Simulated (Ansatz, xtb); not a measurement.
Relative energy of two isomers of CH3NO

Structure I is `NC=O`, a singlet and structure II is `[H]/N=C\O`, a singlet. Both are isolated molecules in the gas phase, relaxed with r2SCAN-D4/def2-TZVP; the shapes shown needn't be the lowest conformers.

I (Å):

```yaml
atoms:
  - { symbol: C, position_ang: [0.1996, 0.0603, -0.6997] }
  - { symbol: N, position_ang: [0.1862, 1.4134, -0.7832] }
  - { symbol: O, position_ang: [0.1395, -0.5686, 0.3330] }
  - { symbol: H, position_ang: [0.2391, 1.8831, -1.6703] }
  - { symbol: H, position_ang: [0.1224, 1.9584, 0.0622] }
  - { symbol: H, position_ang: [0.2729, -0.4196, -1.6968] }
```

II (Å):

| atom | x (Å) | y (Å) | z (Å) |
| --- | --- | --- | --- |
| C | 0.5922 | 0.8403 | -0.4289 |
| N | 0.3736 | 1.7189 | -1.3066 |
| O | -0.0315 | -0.3447 | -0.2100 |
| H | -0.3968 | 1.4684 | -1.9313 |
| H | 1.3844 | 0.9728 | 0.3058 |
| H | -0.7350 | -0.4565 | -0.8668 |

Task: Estimate E(II) − E(I) at the level CCSD(T)/def2-TZVPP.

Result: Calculated at CCSD(T)/def2-TZVPP: E(II) − E(I) = +0.587 eV, so structure I lies lower.

Level by level:

```
              level             geometry  E(II) − E(I) (eV)  departure from the last row (eV)  job, with rough time for the two
           GFN2-xTB             GFN2-xTB              +0.404                            −0.182              optimisation, 0.13 s
          HF/STO-3G             GFN2-xTB              +0.422                            −0.165              single point, 0.24 s
 r2SCAN-D4/def2-SVP             GFN2-xTB              +0.788                            +0.201               single point, 1.5 s
r2SCAN-D4/def2-TZVP  r2SCAN-D4/def2-TZVP              +0.717                            +0.131                optimisation, 20 s
      HF/def2-TZVPP  r2SCAN-D4/def2-TZVP              +0.711                            +0.124           part of the CCSD(T) run
     MP2/def2-TZVPP  r2SCAN-D4/def2-TZVP              +0.644                            +0.057           part of the CCSD(T) run
 CCSD(T)/def2-TZVPP  r2SCAN-D4/def2-TZVP              +0.587                                                  single point, 19 s
```

As drawn, II has 1 C=N, 1 C–O, 1 O–H in place of 1 C–N, 1 C=O, 1 N–H.

The levels shown agree on the order. The largest departure from CCSD(T)/def2-TZVPP is that of r2SCAN-D4/def2-SVP, 0.201 eV.

With harmonic frequencies from r2SCAN-D4/def2-TZVP (ideal gas, rigid rotor, one conformer each, 298.15 K, 1 atm): on the last row, ΔE + ΔZPE = +0.599, ΔH = +0.588, ΔG = +0.606 eV.

The correlated steps freeze 3 core orbitals. Programs: Ansatz 0.2.0, xtb 6.7.1; the last row on 2 threads of Intel(R) Xeon(R) Platinum 8259CL CPU @ 2.50GHz (Skylake/Cascade Lake) on a shared host.
